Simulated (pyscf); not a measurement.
**Four-centre exchange: H₂N–Si(Cl)(Cl)–Cl (SMILES N[Si](Cl)(Cl)Cl) + NH₃ (SMILES N) -> H₂N–Si(NH₂)(Cl)–Cl (SMILES N[Si](N)(Cl)Cl) + HCl (SMILES Cl)**

Gas phase, singlet surface, charge 0. Bonds broken: Si2–Cl3, N8–H9. Bonds formed: Si2–N8, Cl3–H9. PySCF, gas phase, ωB97X-D3(BJ)/def2-SVP geometries.

Transition state (Å):

```xyz
11

N      0.0119     0.8127     1.1142
Si    -1.2125     0.0491     0.1710
Cl    -3.1103    -0.8701    -1.7698
Cl    -2.9235     0.5311     1.1703
Cl    -0.4539    -1.8195    -0.1311
H     -0.2608     1.3925     1.9007
H      0.8730     0.3111     1.3043
N     -1.1391     1.0066    -1.4179
H     -1.9429     0.4617    -1.9617
H     -0.2266     0.9278    -1.8739
H     -1.3541     1.9976    -1.2812
```

One imaginary mode, 220i cm⁻¹; descent along it reached the two sides named, in the forms told below.

```json
[
 {"bond": "Si2–Cl3", "change": "breaks", "reactant side (Å)": "2.161", "saddle": "2.9", "product side": "3.9"},
 {"bond": "N8–H9", "change": "breaks", "reactant side (Å)": "1.024", "saddle": "1.113", "product side": "1.897"},
 {"bond": "Si2–N8", "change": "forms", "reactant side (Å)": "1.933", "saddle": "1.857", "product side": "1.737"},
 {"bond": "Cl3–H9", "change": "forms", "reactant side (Å)": "2.6", "saddle": "1.781", "product side": "1.309"}
]
```

Electronic energies relative to the separated reactants (kcal/mol):

```tsv
level	barrier	reaction energy	reverse barrier
ωB97X-D3(BJ)/def2-TZVP	19.1	+6.4	12.8
PBE/def2-TZVP	17.7	+6.0	11.7
r²SCAN/def2-TZVP	17.7	+5.4	12.2
B3LYP-D3(BJ)/def2-TZVP	17.9	+5.0	12.9
PBE0-D3(BJ)/def2-TZVP	16.7	+5.6	11.0
M06-2X/def2-TZVP	18.4	+3.9	14.5
ωB97M-D3(BJ)/def2-TZVP	18.7	+4.7	14.0
HF/def2-TZVP	31.6	+3.6	27.9
```

With ωB97M-D3(BJ)/def2-TZVP energies and thermal terms (ideal gas, 1 atm, RRHO with modes under 100 cm⁻¹ raised to 100, one conformer, R ln 2 for rigid chiral ones), in kcal/mol:

| T (K) | ΔH‡ | ΔG‡ | ΔH | ΔG |
|---|---|---|---|---|
| 298 | 18.7 | 30.1 | +3.1 | +3.9 |
| 600 | 18.6 | 41.7 | +3.6 | +4.6 |
| 900 | 19.0 | 53.1 | +4.2 | +4.9 |
| 1200 | 19.7 | 64.4 | +4.7 | +5.1 |

On the reactant side the descent ends in an adduct with a N–Si contact (not fully relaxed), 8.9 kcal/mol over the separated species and 10.2 kcal/mol under the saddle at ωB97X-D3(BJ)/def2-TZVP. What is counted as formed (N–Si) is already present as a longer contact in the reactant adduct; forming that adduct is a step of its own. One saddle was located; it need not be the lowest between these sides.
